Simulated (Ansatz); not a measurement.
**[H···H···OH], doublet: reading a ladder of total energies**

Geometry: a point of a hydrogen-transfer path between rigid fragments, not a stationary point.

```xyz
4

H    -2.0602    0.0498    0.0000
H    -1.2432    0.0498    0.0000
O     0.1808    0.0498    0.0000
H     0.4327   -0.8901    0.0000
```

Basis 6-31G; Ansatz 0.2.0. Only valence electrons are correlated (noble-gas cores frozen), which leaves 9 electrons in 14 orbitals. R marks a restricted (for open shells ROHF) determinant, U an unrestricted one.

Full CI is exact within this basis and frozen core; it isn't the basis-set limit. The frozen core follows each run's orbitals, which can shift R against U totals by a few meV.

Runs differ by some tens of microhartree through their thresholds and, for an open shell, their frozen cores, so steps under 0.1 kcal/mol mean nothing.

```tsv
level	total energy (hartree)
UHF	-76.461665
UMP2	-76.574657
UCCSD	-76.592837
UCCSD(T)	-76.593963
UCCSDT	-76.594157
UCCSDT(Q)	-76.594438
UCCSDTQ	-76.594442
full CI	-76.594443
```

Q: What is the correlation energy at full CI, and what share of it do UMP2 and UCCSD(T) recover?

A: E(corr) = -76.594443 − (-76.461665) = -0.132778 hartree = -3.613 eV. UMP2: -0.112992 / -0.132778 = 85.10 %. UCCSD(T): -0.132298 / -0.132778 = 99.64 %.

Q: By how many kcal/mol does UCCSD(T) miss full CI (1 hartree = 627.509 kcal/mol), and which steps make up the rest?

A: -76.593963 − (-76.594443) = 0.000480 hartree = 0.30 kcal/mol. Steps: UCCSDT − UCCSD(T) = -0.12, UCCSDT(Q) − UCCSDT = -0.18, UCCSDTQ − UCCSDT(Q) = 0.00, full CI − UCCSDTQ = 0.00 kcal/mol. That is within 1 kcal/mol of the reference in this basis, which itself misses far more of the correlation at the basis-set limit.
